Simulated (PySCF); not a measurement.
Stretching SiCl⁺

Set-up: basis Si def2-SVP, Cl def2-SVP; no relativity; PySCF 2.14. Energies in eV from Si⁺ + Cl in their ground configurations at the same level. State: ¹Σ⁺ (singlet), closed shell.

All columns are PBE0. A positive dipole points towards Cl; it is taken about the centre of mass and depends on that origin.

```csv
R (Å),E (eV),μ (D),Mulliken charge on Si (basis-dependent),HOMO (eV),LUMO (eV),Mayer bond order,⟨S²⟩
1.701,-3.604,-1.75,0.70,-15.84,-9.03,1.86,0.00
1.780,-4.435,-2.29,0.78,-16.01,-9.24,1.79,0.00
1.859,-4.889,-2.85,0.85,-16.15,-9.44,1.73,0.00
1.919,-5.049,-3.26,0.89,-16.23,-9.59,1.69,0.00
1.978,-5.091,-3.68,0.93,-16.29,-9.73,1.65,0.00
2.037,-5.045,-4.08,0.97,-16.32,-9.86,1.61,0.00
2.116,-4.880,-4.62,1.00,-16.32,-10.03,1.57,0.00
2.215,-4.563,-5.25,1.04,-15.92,-10.22,1.53,0.00
2.334,-4.087,-5.97,1.06,-15.43,-10.43,1.50,0.00
2.492,-3.387,-6.84,1.07,-14.86,-10.66,1.48,0.00
```

A fit through these points gives, at Re = 1.974 Å, μ = -3.65 D and dμ/dR = -6.94 D/Å; the reduced mass is 15.54 u.

Problem. How strong is the fundamental in the double-harmonic approximation, I = 42.26·(dμ/dR)²/μred km/mol?

Solution. I = 42.26·(-6.94)²/15.54 = 131 km/mol at PBE0.

For an ion De counts to the pair picked by the measured ionisation energies or electron affinities, which need not be the lowest pair at this level.
